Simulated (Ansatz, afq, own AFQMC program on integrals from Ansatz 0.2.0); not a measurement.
Integrals from Ansatz 0.2.0, then the random walk in our own AFQMC program (afq).

```yaml
crystal:
  periodic: [false, false, false]
  atoms:
    - {symbol: Ru, position_ang: [0.000000, 0.000000, 0.000000]}
basis:
  gaussian: {orbitals: def2-TZVPP}
total_charge: 1
magnetization: {spin_polarized: true, initial_magnetization: 5}
correlation: {method: ccsd_t, electrons: outside_noble_gas, hamiltonian_folder: ham}
```

```sh
$ ansatz run in.yaml --threads 1 --pin off --events-out ev --progress --plain --max-ram 15360MiB --backend cuda --devices 0, --max-vram 18GiB
```

Options of the walk:

```
--method phaseless --trial cisd --walkers 4000 --populations 20 --least-time 60 --time-step 0.005 --steps-per-block 50 --equilibration-blocks 40 --max-blocks 4000 --target-error 0.00016 --factor-cut 1e-05 --start spin_pure --seed 8975 --release-times 0.24,0.5,1,1.5 --release-step 0.02 --release-every 3 --taylor-order 6
```

Times are imaginary, in 1/Eh. The walk had a cap of 230 s. With eight or more populations the least sampling time is a fifth of least-time, and the error comes from their spread. Core potentials past Kr, no spin–orbit coupling.

Output of the walk:

```
orbitals 52  electrons 6 1  factors 383 of 396
reference energy -93.87848616 Eh
CCSD correlation -0.13525892 Eh in 9 cycles, weight of the determinant in the CISD state 0.9611
energy of the start -94.013745 Eh
 block  time / (1/Eh)  mean weight  energy / Eh
     1     0.250  1.0001  -94.014226
     2     0.500  1.0000  -94.015433
     3     0.750  1.0003  -94.016093
     4     1.000  0.9999  -94.016649
     5     1.250  1.0001  -94.016696
     8     2.000  0.9999  -94.016867
    11     2.750  1.0004  -94.016962
    17     4.250  1.0000  -94.017355
    23     5.750  0.9998  -94.017266
    29     7.250  0.9998  -94.017196
    35     8.750  0.9999  -94.017441
    41    10.250  1.0004  -94.017026
    47    11.750  0.9999  -94.017132
    53    13.250  0.9999  -94.017089
    59    14.750  1.0001  -94.017192
    65    16.250  0.9998  -94.016861
    71    17.750  0.9994  -94.016773
    77    19.250  0.9999  -94.016924
    81    20.250  1.0000  -94.016689
    83    20.750  0.9999  -94.016986
    89    22.250  0.9996  -94.017004
error from the spread of 20 populations
released: time / (1/Eh)  energy / Eh  error  mean overlap
  0.24  -93.987610  0.029507  1.0010
  0.50  -94.017166  0.000035  0.9996
  1.00  -94.017216  0.000031  0.9983
  1.50  -94.017206  0.000036  0.9961
energy -94.017012 +/- 0.000034 Eh
(rows thinned)
```

The run passed its tests (sampling time, drift between the halves within three errors, error under three times the target), which doesn't prove that it has relaxed. The second half of the sampling lies above the first by 1.9 errors of their difference, so the energy may still be moving and its error bar be too small.

Against this walk (error 0.9 meV) on the same determinant: CCSD(T) 0.6 meV lower (within the noise), CCSDT(Q) 6.6 meV lower. The error is statistical and leaves out the bias of the constraint. The released energies have errors that jump between times, so the bars are unsure (meV from the phaseless value at times in 1/Eh: 800 ± 803 at 0.24, -4.2 ± 1.0 at 0.50, -5.5 ± 0.8 at 1.00, -5.3 ± 1.0 at 1.50), so they give no level; they do show a bias of the constraint, and the last of them that isn't too noisy lies 1 meV above CCSDT(Q).

Cautions: constraint bias not in the error; no spin-orbit coupling; outer-core shells of the metal frozen; another spin lies lower (by 1.01 eV).

The walk took 36 s on 2 threads of a server CPU with a shared H100 80 GB, shared host (the card was shared). The log's last line is the phaseless energy.

CCSDT and higher add their correlation energy to the determinant of the CCSD(T) run, since their own runs factorise the integrals more tightly (a shift of under 2 meV). A walk keeps the symmetry of its determinant, which the program's search chose and which needn't be the lowest solution, so a lower state of the same spin and another symmetry isn't excluded.
